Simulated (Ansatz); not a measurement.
**BSiHO (triplet): from Hartree-Fock to the top rungs, def2-QZVPP**

One table from this session's results is given with a row withheld; the runs are named, their logs left out.

Program: Ansatz 0.2.0, Gaussian basis. Level of theory: def2-QZVPP, core rule «outside noble gas», up to 7 orbitals frozen. These are calculated values, not measurements.

Plan: UHF; ROHF; CCSD(T) on UHF.

2 further runs of the same task are left out: 2 set aside as unsound or not needed.

## The system

The geometry is a PBE0/def2-TZVP stationary point (not a proven minimum).

4 atoms, charge 0, spin multiplicity 3.

Atoms are counted from 1 here; the program's logs count them from 0.

Bond lengths: B1–Si2 1.800 Å, B1–H4 1.175 Å, Si2–O3 1.513 Å. Angles: Si2–B1–H4 180.0°, B1–Si2–O3 180.0°.

The first run:

Input file in.yaml:

```yaml
crystal:
  periodic: [false, false, false]
  atoms:
    - {symbol: B, position_ang: [0.000000, 0.000000, 0.984275]}
    - {symbol: Si, position_ang: [0.000000, 0.000000, -0.815325]}
    - {symbol: O, position_ang: [0.000000, 0.000000, -2.328425]}
    - {symbol: H, position_ang: [0.000000, 0.000000, 2.159475]}
basis:
  gaussian: {orbitals: "def2-QZVPP.json"}
magnetization: {spin_polarized: true, initial_magnetization: 2}
hamiltonian: {xc: hf}
output: {orbitals: {seedname: orbitals}}
```

Started as:

```bash
ansatz run in.yaml --threads 1 --pin off --events-out ev --progress --plain --max-ram 2393MiB
```

Among the steps run: UHF; ROHF; CCSD(T) on UHF.

One table of the session follows, with a row left open; its other results are not shown here.

It belongs to the step «Misses and costs». 

```
  method  from UCCSD(T) (kcal/mol)
    ROHF                         ?
     UHF                   +297.18
    UMP2                    +20.95
   UCCSD                    +14.84
UCCSD(T)                         0
```

Q: Estimate the row for ROHF from the others.

**Answer.** from UCCSD(T) (kcal/mol): +300.10. In the column «from UCCSD(T) (kcal/mol)» it is the highest.
